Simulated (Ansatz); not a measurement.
Scan of the Si3–H5 bond length

CH3OSi (SMILES O=[C+][SiH3]) (charge +1), closed shell, at its PBE0-D4/def2-TZVP minimum:

```xyz
6
angstrom
O 1.0099 -1.8851 0.9835
C 0.5321 -0.9987 0.5186
Si -0.3159 0.5898 -0.3076
H -1.4552 -0.0816 -0.9570
H 0.8080 1.0171 -1.1591
H -0.5790 1.3584 0.9215
```

The bond length Si3–H5 (1.473 Å at the minimum) is set to the values below, the two halves moving rigidly along the bond. Each method's energies count from its own value at the PBE0-D4 minimum structure. Computed with Ansatz 0.2.0 (basis: def2-TZVPP); correlated methods freeze the cores.

CCSD(T) energies along the scan:
| bond length (Å) | CCSD(T) (kJ/mol) |
| --- | --- |
| 1.267 | 50.5 |
| 1.310 | 28.9 |
| 1.374 | 9.0 |
| 1.448 | 0.2 |
| 1.530 | 3.5 |
| 1.619 | 17.9 |
| 1.713 | 41.0 |
| 1.812 | 70.7 |
| 1.915 | 104.5 |
They count from the CCSD(T) energy at the PBE0-D4 minimum.

Minimum and curvature along this coordinate at CCSD(T): A fifth-order fit through the nearest points gives 1.465 Å, with a curvature of about 20 eV/Å².

Question: Treat the two halves as rigid bodies and work out the harmonic wavenumber of this stretch from that curvature (ν̃ = 521.5 √(k/μ) cm⁻¹ with k in eV/Å² and μ in u).

Answer: The halves weigh 58.11 and 1.01 u, so μ = 58.11 × 1.01/59.12 = 0.993 u and ν̃ = 521.5 √(20/0.993) ≈ 2300 cm⁻¹. A true normal mode mixes in other motions, so this is a guide only.

Largest difference from the CCSD(T) curve over the scan: PBE-D4 15.6; r2SCAN-D4 5.1; MP2 7.9 kJ/mol. Each curve counts from its own value at the minimum.

T1 diagnostic: at most 0.018.

For scale, one of the runs: CCSD(T)/def2-TZVPP, 146 basis functions, launched by `ansatz run in.yaml --threads 2 --pin off --events-out ev --progress --plain --max-ram 4352MiB`. Time: 11 s of wall clock on 2 CPU threads of an Arm Neoverse V1; the host was shared. Peak host memory: 0.85 GiB.
